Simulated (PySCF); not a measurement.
**Broadened absorption spectrum of C3H7NO**

Species: C3H7NO.
SMILES: `C=NCOC`

Method used: TDDFT PBE0/def2-SVPD, vertical, gas phase, core orbitals frozen in the response in PySCF 2.14.0, density-fitted response routines. Geometry: GFN2-xTB, one conformer, isolated molecule. Torsions of this conformer, `[CH2:1]=[N:2][CH2:3][O:4][CH3:5]`: C1–N2–C3–O4 12°, N2–C3–O4–C5 81°.

Each state is given a Gaussian of 0.25 eV full width at half maximum, with ε(max) = 2.175×10⁸ f / Δν̃ (Δν̃ the width in cm⁻¹). The width is an assumption, not a result. The curve ends short of the highest state used, and states not computed would add to its high-energy end.

| E (eV) | ε (L mol⁻¹ cm⁻¹) |
| --- | --- |
| 4.49 | 0 |
| 4.61 | 6 |
| 4.72 | 43 |
| 4.84 | 110 |
| 4.95 | 86 |
| 5.07 | 19 |
| 5.18 | 2 |
| 5.30 | 0 |
| 5.42 | 0 |
| 5.53 | 0 |
| 5.65 | 0 |
| 5.76 | 0 |
| 5.88 | 0 |
| 5.99 | 0 |
| 6.11 | 4 |
| 6.22 | 63 |
| 6.34 | 430 |
| 6.45 | 816 |
| 6.57 | 490 |
| 6.68 | 156 |
| 6.80 | 185 |
| 6.91 | 162 |
| 7.03 | 42 |
| 7.14 | 6 |

**Question.** Locate the maxima and give the states behind the curve.

**Answer.** 255 nm (4.87 eV), ε about 110, made up of S1 (100%); 192 nm (6.46 eV), ε about 820, made up of S2 (100%); 181 nm (6.84 eV), ε about 200, made up of S3 (99%) (ε in L mol⁻¹ cm⁻¹; maxima over ε = 5, shares over 10%). The states used: S1 4.87 eV (f 0.0011); S2 6.46 eV (f 0.0076); S3 6.84 eV (f 0.0018); S4 7.58 eV (f 0.099); S5 7.69 eV (f 0.047); S6 7.74 eV (f 0.028).

**Question.** On this curve, what absorbance would a 10⁻⁵ mol/L sample give at 266 nm over a 1 cm path?

**Answer.** 266 nm is 4.661 eV, where ε is about 17 L mol⁻¹ cm⁻¹, so A = ε c l ≈ 0.00017 (Beer–Lambert, with the gas-phase spectrum and the assumed width).

**Question.** What would ε be at 6.46 eV, the highest of these maxima, with half the width (0.125 eV)?

**Answer.** About 1640 L mol⁻¹ cm⁻¹ against 820, a factor of about 2.00; a lone state at its own centre would give exactly 2.

**Question.** Coming from long wavelengths, where does ε first pass 100 L mol⁻¹ cm⁻¹?

**Answer.** At about 257 nm (4.82 eV), 0.05 eV below S1.
